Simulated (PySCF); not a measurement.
CH₃: umbrella curve

Level of theory: UPBE0/[C def2-TZVP, H def2-TZVP], no relativity, density fitting, PySCF.

Rigid scan from the doublet minimum (C–H 1.080 Å (×3); H–C–H 120.0° (×3)). Coordinate: angle between each bond and the threefold axis, bonds fixed. Energies in kJ/mol from the minimum.

Task: Predict the curve at 55, 60, 65, 70, 75, 80, 85, 90.

Result: 
```json
{"angle of the bonds to the threefold axis (°)": "55", "E (kJ/mol)": "160.5", "dipole size (D)": "0.90", "⟨S²⟩": "0.75"}
{"angle of the bonds to the threefold axis (°)": "60", "E (kJ/mol)": "102.3", "dipole size (D)": "0.83", "⟨S²⟩": "0.75"}
{"angle of the bonds to the threefold axis (°)": "65", "E (kJ/mol)": "60.4", "dipole size (D)": "0.75", "⟨S²⟩": "0.75"}
{"angle of the bonds to the threefold axis (°)": "70", "E (kJ/mol)": "32.1", "dipole size (D)": "0.66", "⟨S²⟩": "0.75"}
{"angle of the bonds to the threefold axis (°)": "75", "E (kJ/mol)": "14.7", "dipole size (D)": "0.54", "⟨S²⟩": "0.75"}
{"angle of the bonds to the threefold axis (°)": "80", "E (kJ/mol)": "5.3", "dipole size (D)": "0.39", "⟨S²⟩": "0.75"}
{"angle of the bonds to the threefold axis (°)": "85", "E (kJ/mol)": "1.1", "dipole size (D)": "0.20", "⟨S²⟩": "0.75"}
{"angle of the bonds to the threefold axis (°)": "90", "E (kJ/mol)": "0.0", "dipole size (D)": "0.00", "⟨S²⟩": "0.75"}
```

Other isomers or separated fragments may lie lower.

The scan took 4.8 s on 2 threads of a shared Arm Neoverse V1 host; the process peaked at 0.65 GiB. Launch command: `OMP_NUM_THREADS=2 python axn.py task.json out`.
